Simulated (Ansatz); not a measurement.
**B2+ (quartet): wave-function methods side by side, cc-pVDZ**

Aim: climb from Hartree-Fock through coupled cluster and multireference methods for B2+ (quartet) at one geometry and basis, and see what each rung misses.

Program: Ansatz 0.2.0, Gaussian basis. Level of theory: cc-pVDZ, core rule «outside noble gas», up to 2 orbitals frozen. These are calculated values, not measurements.

Plan: UHF; CCSD(T) on ROHF; CCSD(T) on UHF; BCCD(T) on ROHF; CISD; CCSDT(Q) on ROHF; CCSDT(Q) on UHF; CISDTQ; CASSCF and MRCISD+Q, 5 electrons in 8 orbitals; CASSCF and MRCISD+Q(relaxed), 5 electrons in 8 orbitals; CASSCF and NEVPT2, 5 electrons in 8 orbitals; Full CI.

17 further runs of the same task are left out: 3 for a known fault of the program, 5 that didn't finish, 9 set aside as unsound or not needed.

## (1) The system

The geometry is a PBE0/def2-TZVP stationary point (not a proven minimum) of the parent state, kept for this charge and spin.

2 atoms, charge 1, spin multiplicity 4.

Atoms are counted from 1 here; the program's logs count them from 0.

Bond lengths: B1–B2 1.562 Å.

## (2) UHF

in.yaml

```yaml
crystal:
  periodic: [false, false, false]
  atoms:
    - {symbol: B, position_ang: [0.000000, 0.000000, 0.000000]}
    - {symbol: B, position_ang: [0.000000, 0.000000, 1.561787]}
basis:
  gaussian: {orbitals: cc-pVDZ}
total_charge: 1
magnetization: {spin_polarized: true, initial_magnetization: 3}
hamiltonian: {xc: hf}
output: {orbitals: {seedname: orbitals}}
```

On the command line:

```console
$ ansatz run in.yaml --threads 1 --pin off --events-out ev --progress --plain --max-ram 2393MiB
```

After this run come: CCSD(T) on ROHF; CCSD(T) on UHF; BCCD(T) on ROHF; CISD; CCSDT(Q) on ROHF; CCSDT(Q) on UHF; CISDTQ; CASSCF and MRCISD+Q, 5 electrons in 8 orbitals; CASSCF and MRCISD+Q(relaxed), 5 electrons in 8 orbitals; CASSCF and NEVPT2, 5 electrons in 8 orbitals; Full CI.

Q: Predict the results of all the runs planned. Wanted: FCI below the RHF energy; RMP2 from FCI; UMP2 from FCI; RCCSD from FCI; RCCSD(T) from FCI; UCCSD(T) from FCI; RCCSDT(Q) from FCI; UCCSDT(Q) from FCI; NEVPT2 valence from FCI.

The runs gave:

```
                          quantity                                                                                                                                   value
          FCI below the RHF energy                                                                                                                              -2.0097 eV
                     RMP2 from FCI                                                                                                                              +606.6 meV
                     UMP2 from FCI                                                                                                                              +603.4 meV
                    RCCSD from FCI                                                                                                                               +73.6 meV
                 RCCSD(T) from FCI                                                                                                                               +22.0 meV
                 UCCSD(T) from FCI                                                                                                                               +21.4 meV
                RCCSDT(Q) from FCI                                                                                                                                +0.6 meV
                UCCSDT(Q) from FCI                                                                                                                                +0.2 meV
           NEVPT2 valence from FCI                                                                                                                              +231.1 meV
         MRCISD+Q valence from FCI                                                                                                                                +9.7 meV
MRCISD+Q(relaxed) valence from FCI                                                                                                                                -8.6 meV
 levels within 1 kcal/mol (43 meV)  RCCSD(T), UCCSD(T), BCCD(T), RCCSDT, UCCSDT, CISDTQ, RCCSDT(Q), UCCSDT(Q), MRCISD valence, MRCISD+Q valence, MRCISD+Q(relaxed) valence
                     T1 diagnostic                                                                                                                                   0.020
    effectively unpaired electrons                                                                                                                                    3.02
```

In words: RCCSD(T) lands +22.0 meV from the yardstick (1.1 % of the correlation energy). MRCISD+Q(relaxed) valence falls below full CI: the +Q correction isn't variational, and the cores differ from full CI's. One determinant dominates. Of the multireference levels listed MRCISD+Q(relaxed) valence comes nearest in total energy (-8.6 meV), which doesn't show that its space is the better one. These misses are within one basis, not against nature; the frozen cores of restricted and unrestricted runs differ, which can shift their rows.
